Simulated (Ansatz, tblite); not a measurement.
**[SiH3]-: a ladder of methods and basis sets**

The task here is to estimate one member of a computed series from the others.

Method: as each input shows; program: Ansatz 0.2.0, Gaussian basis.

Plan: GFN2-xTB, PBE-D4/def2-TZVPD, r2SCAN-D4/def2-TZVPD, BLYP-D4/def2-TZVPD, B2PLYP/def2-TZVPD, PBE-QIDH/def2-TZVPD, LC-ωPBE/def2-TZVPD, ωB97M-V/def2-TZVPD, HF/def2-TZVPD, r2SCANh-D4/def2-TZVPD, PBE-D4/def2-SVPD, PBE0-D4/def2-SVPD, HF/STO-3G, HF/6-31G, B3LYP-D4/6-31G, CCSD(T)/def2-TZVPPD, MP2/def2-TZVPD, RPA/def2-TZVPD.

## The geometry

The singlet was relaxed beforehand with PBE0-D4/def2-TZVPD.

4 atoms, charge -1, spin multiplicity 1.

Bond lengths: Si1–H2 1.545 Å, Si1–H3 1.545 Å, Si1–H4 1.545 Å. Angles: H2–Si1–H3 94.0°, H2–Si1–H4 94.0°, H3–Si1–H4 94.0°.

The ion is computed in the gas phase, without counter-ions or solvent.

PBE0-D4/def2-TZVPD was run before; its log isn't repeated, and its numbers join the tables.

The first run:

Tight binding, by tblite at 300 K electronic temperature and without a spin-polarisation term:

```python
tblite.interface.Calculator('GFN2-xTB', numbers, positions, charge=-1, uhf=0).singlepoint()
```

start.molden holds the orbitals of an earlier run on this state, given as this run's starting guess.

in.yaml reads:

```yaml
crystal:
  periodic: [false, false, false]
  atoms:
    - {symbol: Si, position_ang: [-0.020830, -0.014180, 0.620636]}
    - {symbol: H, position_ang: [1.309988, -0.046665, -0.164297]}
    - {symbol: H, position_ang: [-0.600928, 1.159171, -0.200931]}
    - {symbol: H, position_ang: [-0.688229, -1.098326, -0.255408]}
basis:
  gaussian: {orbitals: def2-TZVPD, initial_orbitals: start.molden}
total_charge: -1
hamiltonian: {xc: pbe, dispersion: d4}
scf: {omitted_lower_state_checks: [starts]}
output: {orbitals: {seedname: orbitals}}
```

Run with:

```sh
$ ansatz run in.yaml --threads 4 --pin off --events-out ev --progress --plain --max-ram 3916MiB
```

Steps of the session up to this table: PBE-D4/def2-TZVPD; r2SCAN-D4/def2-TZVPD; BLYP-D4/def2-TZVPD; B2PLYP/def2-TZVPD; PBE-QIDH/def2-TZVPD; LC-ωPBE/def2-TZVPD; ωB97M-V/def2-TZVPD; HF/def2-TZVPD; r2SCANh-D4/def2-TZVPD; PBE-D4/def2-SVPD; PBE0-D4/def2-SVPD; HF/STO-3G; HF/6-31G; B3LYP-D4/6-31G; CCSD(T)/def2-TZVPPD; MP2/def2-TZVPD; RPA/def2-TZVPD.

One table of the session follows, with a row left open; its other results are not shown here.

It belongs to the step «Levels side by side». 

```
                level  LUMO (eV)  gap (eV)
            HF/STO-3G      22.37     19.15
             HF/6-31G      10.05     11.63
        HF/def2-TZVPD       6.25      8.07
     PBE-D4/def2-SVPD       4.70      3.28
    PBE-D4/def2-TZVPD       4.21      3.07
   BLYP-D4/def2-TZVPD       4.23      2.96
 r2SCAN-D4/def2-TZVPD          ?         ?
r2SCANh-D4/def2-TZVPD       4.99      4.34
       B3LYP-D4/6-31G       7.18      6.21
    PBE0-D4/def2-SVPD       5.23      4.76
   PBE0-D4/def2-TZVPD       4.71      4.47
   LC-ωPBE/def2-TZVPD       6.09      8.26
   ωB97M-V/def2-TZVPD       5.55      7.31
```

**Question.** Estimate the row for r2SCAN-D4/def2-TZVPD.

The run gave: LUMO (eV): 4.88; gap (eV): 3.89. In the column «LUMO (eV)» it lies between PBE0-D4/def2-TZVPD (4.71) and r2SCANh-D4/def2-TZVPD (4.99).
